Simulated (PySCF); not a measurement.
**One molecule, many functionals**

Compound: C5H10S.
SMILES: `CC/C=C\SC`

Linear-response calculations in the def2-SVPD basis (PySCF; singlets by full response, triplets Tamm–Dancoff, core orbitals frozen in the response; HF means time-dependent Hartree–Fock). 'Strongest' is the level of largest summed f among the singlets computed (10 roots, of which the last may lack a degenerate partner); it can jump between rows when another state enters that window. S1 is the lowest singlet of each run and needn't be the same state throughout; f(S1) is that of one state. One conformer (not necessarily the lowest) at the PBE0-D3(BJ)/def2-SVP geometry, without solvent, vibrations or thermal averaging.

```tsv
functional	kind	S1 (eV)	f(S1)	strongest (eV)	T1 (eV)	HOMO (eV)	gap (eV)	ionisation energy, ΔSCF (eV)
LDA	LDA	4.71	0.119	6.57	3.72	-5.09	4.06	8.00
PBE	GGA	4.73	0.103	4.73	3.63	-4.98	4.14	7.83
B3LYP	global hybrid, 20% exact exchange	5.04	0.094	7.12	3.75	-5.83	5.70	7.96
PBE0	global hybrid, 25% exact exchange	5.17	0.106	7.23	3.72	-6.03	6.12	7.95
BHandHLYP	global hybrid, 50% exact exchange	5.44	0.081	7.66	3.76	-6.98	7.98	7.91
CAM-B3LYP	range-separated hybrid	5.30	0.085	7.44	3.79	-7.29	8.38	8.04
wB97X-D	range-separated hybrid	5.39	0.109	7.50	3.89	-7.82	9.66	8.03
HF	Hartree–Fock	5.91	0.075	6.57	3.43	-8.40	11.00	not settled
```

Task: What does LC-wPBE (range-separated hybrid) give?

Result: S1 (eV) 5.60, f(S1) 0.086, strongest (eV) 6.15, T1 (eV) 3.75, HOMO (eV) -8.60, gap (eV) 10.79, ionisation energy, ΔSCF (eV) 8.17. S1 runs from 4.71 eV (LDA) to 5.91 eV (HF), a spread of 1.20 eV, while the orbital gap spreads over 6.9 eV. Along PBE (0%), B3LYP (20%), PBE0 (25%), BHandHLYP (50%), HF (100%) S1 rises with the share of exact exchange. −ε(HOMO) comes closest to its own ΔSCF ionisation energy with wB97X-D (-0.21 eV) and misses most with LDA (-2.91 eV). 'Not settled' means that the ion's SCF failed to converge or may have ended in another state than the lowest.
